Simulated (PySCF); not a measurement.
C2H6O, SMILES COC at its B3LYP/def2-SVP optimised geometry (Å):

```
9

C      1.3168    -0.4118     0.0000
O     -0.0833    -0.4118     0.0000
C     -0.6406     0.8726     0.0000
H      1.7357     0.0938     0.8955
H      1.7357     0.0920    -0.8965
H      1.6564    -1.4583     0.0011
H     -0.3432     1.4583     0.8953
H     -1.7357     0.7675     0.0015
H     -0.3455     1.4572    -0.8967
```

Level of theory: B3LYP/def2-TZVP (PySCF).

Map of the electrostatic potential (hartree/e), clipped to [-0.08, 0.12] on the plane z = 0.6 Å:

```
|-------------------------------|
|-------------------------------|
|-------------------------------|
|---------========--------------|
|--------==========-------------|
|-------============------------|
|------======++++====-----------|
|----======++*%%#+====----------|
|----=====+*#@@@@#+=====--------|
|---====++*#@@@@@@*========-----|
|---===+**#@@@@@@@*+========----|
|---==+*#@@@@@@@@@#+++++=====---|
|---==+*@@@@@@@@@@#**###*+====--|
|---==+*%@@@@@@@@@%%@@@@@*+===--|
|----==+*##@@@@@@@@@@@@@@%+====-|
|-----===++*%@@@@@@@@@@@@@+====-|
|----------==#@@@@@@@@@@@%+====-|
|---------:::=@@@@@@@@@@@#+====-|
|-------:::..:+@@@@@@@@@@*+====-|
|------:::..  .-+*#@@@@@#+====--|
|-----::::..    :-=*@@@@#+====--|
|-----::::..    .:-=*@@@#+====--|
|-----::::...  ..:-=+#%%*+===---|
|-----:::::......:--=+**+====---|
|-----:::::::..:::--===+=====---|
|-----::::::::::::---=======----|
|------:::::::::::-----===------|
|-------:::::::::---------------|
|--------:::::::----------------|
|-------------------------------|
|-------------------------------|
```
Scale: ten equal steps from -0.068 (start of ' ') to 0.120 (end of '@'), in the order ' .:-=+*#%@'; x runs from -4.00 to 4.00, y from -4.00 (bottom) to 4.00 (top).
